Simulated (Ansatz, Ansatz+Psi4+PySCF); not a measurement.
```tsv
atom	x (Å)	y (Å)	z (Å)
S	0.0000	0.0000	0.1021
H	0.0000	0.9743	-0.8171
H	0.0000	-0.9743	-0.8171
```

Basis set: cc-pVTZ on H; cc-pV(T+d)Z on S (spherical functions). Correlated methods keep 5 orbitals frozen. Charge 0, multiplicity 1.

Computed with Ansatz (development build ahead of 0.2.0); free ground-state atoms in the same class of orbitals, no zero-point energy, no relativity.

The atomization energy of singlet H₂S from measured heats of formation, zero-point and thermal terms removed is 7.912 eV (G2/97 set, Curtiss et al., J. Chem. Phys. 106, 1063 (1997), as shipped with ASE); it holds spin-orbit and other relativistic effects.

**Question.** How far do RHF-CCSD(T), RHF-MP2 miss it in this basis?

**Answer.**

| method | atomization energy (eV) | computed − measured (eV) |
| --- | --- | --- |
| RHF-CCSD(T) | 7.731 | -0.181 |
| RHF-MP2 | 7.582 | -0.330 |
